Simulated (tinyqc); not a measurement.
The basis set: RHF and MP2 along a ladder of basis sets, for LiH, spin multiplicity 1. Computed by the program tinyqc with PySCF. Same geometry throughout; the dipole is taken about the origin.

Geometry (angstrom):
```
atom,x,y,z
Li,0.0000,0.0000,0.0000
H,0.0000,0.0000,1.5350
```

RHF and frozen-core MP2 in a ladder of bases:
```
basis,functions,E(RHF) (hartree),E(MP2 corr) (hartree),HOMO (eV),LUMO (eV),dipole (debye)
sto-3g,6,-7.86326,-0.01220,-7.911,2.143,4.844
3-21g,11,-7.92835,-0.01235,-8.222,0.124,5.767
6-31g,11,-7.97808,-0.01221,-8.272,0.291,5.808
6-31g**,19,-7.98009,-0.02040,-8.256,0.293,5.768
cc-pvdz,19,-7.98277,-0.02251,-8.266,0.074,5.816
cc-pvtz,44,-7.98595,-0.02731,-8.287,0.029,5.839
```

What does the comparison show, and why?

From cc-pVDZ to cc-pVTZ the RHF energy falls by 3.2 mhartree and the correlation energy by 4.8. If valence correlation converges as X^-3, (27 E(T) - 8 E(D))/19 gives -0.0293 hartree, a rough estimate from such small X that usually falls short; STO-3G holds about 42 % of it. Beyond STO-3G the LUMO moves by 0.3 eV and the HOMO by 0.1 eV.
